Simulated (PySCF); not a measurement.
**BH₃: how level, basis and relativity move the structure**

Each row is its own optimisation.

Each entry is the lowest minimum that a search over a few typed start shapes (and spin states, where more than one is plausible) found, or that minimum re-optimised at the stated level; isomers with ligand–ligand bonds, or fragments after loss of a ligand pair, can lie lower. Open shells are unrestricted; no spin–orbit coupling; PySCF with density fitting.

```tsv
level	2S+1	point group	mean bond to B (Å)	distinct angles (°)	polar-tensor charge of B	lowest ω (cm⁻¹)
BP86/def2-TZVP (no relativity)	1	D3h	1.200	120	0.49	1124
PBE/def2-TZVP (no relativity)	1	D3h	1.199	120	0.47	1121
PBE0/def2-TZVP (no relativity)	1	D3h	1.193	120	0.49	1145
```

Across these levels the mean bond spreads over 0.007 Å and the highest wavenumber over 62 cm⁻¹; all give the same point group.

Levels that gave another bonding pattern or an unsound solution are left out.
